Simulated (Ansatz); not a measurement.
We consider fcc Pt, described by PBEsol (Ansatz, a first-principles code, plane waves, PAW).

Settings: plane-wave cutoff 520 eV, 28×28×28 k mesh, Fermi–Dirac smearing 0.052 eV (set by the program), scalar-relativistic PAW data made under PBE.

Cell (relaxed at this level):

```xyz
1
Lattice="0.0000 1.9591 1.9591 1.9591 0.0000 1.9591 1.9591 1.9591 0.0000" Properties=species:S:1:pos:R:3 pbc="T T T"
Pt     0.0000     0.0000     0.0000
```

### Question
Give the computed Poisson ratio, elastic constant C12, elastic constant C44, Voigt–Reuss–Hill bulk modulus and elastic constant C11.

### Answer

Poisson ratio: 0.394
elastic constant C12: 252 GPa
elastic constant C44: 76.3 GPa
Voigt–Reuss–Hill bulk modulus: 287 GPa
elastic constant C11: 357 GPa

Measured, for comparison: elastic constant C12 254 GPa, elastic constant C44 77.4 GPa, elastic constant C11 358 GPa (0 K, low-temperature values given for 0 K; zero-point effects included; as tabulated in Li et al. (2021), arXiv:2102.01972). Computed (rounded) less measured: elastic constant C12 -0.8 %, elastic constant C44 -1 %, elastic constant C11 -0.3 %.

Elastic constants are with the ions relaxed.

Spin–orbit coupling is not included.

Computed values are for the static lattice.
